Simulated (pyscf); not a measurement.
HO–SiH₂–F → HO–Si:–F [singlet] + H₂ (1,1-elimination; singlet surface; H–Si, H–Si broken, H–H formed). Single points on ωB97X-D3(BJ)/def2-SVP structures (PySCF, gas phase). Energies in kcal/mol from the reactant's lowest minimum found.

| level | barrier | reaction energy |
|---|---|---|
| r²SCAN/def2-TZVP | 80.2 | +38.9 |
| B3LYP-D3(BJ)/def2-TZVP | 82.2 | +34.6 |
| PBE0-D3(BJ)/def2-TZVP | (withheld) | (withheld) |
| M06-2X/def2-TZVP | 86.5 | +35.7 |
| ωB97M-D3(BJ)/def2-TZVP | (withheld) | +33.8 |
| HF/def2-TZVP | 102.9 | +42.3 |

Fill in the missing entries.


- PBE0-D3(BJ)/def2-TZVP, barrier: 81.4
- PBE0-D3(BJ)/def2-TZVP, reaction energy: +38.2
- ωB97M-D3(BJ)/def2-TZVP, barrier: 84.6

The functionals in the table span 6.3 kcal/mol in this barrier, from r²SCAN to M06-2X. The same reactants have a lower exit, to O=SiH–F + H₂ (barrier +66.0 kcal/mol at ωB97M-D3(BJ)/def2-TZVP, against +84.6 kcal/mol here). This is the saddle that the search found; another between the same sides may lie lower.
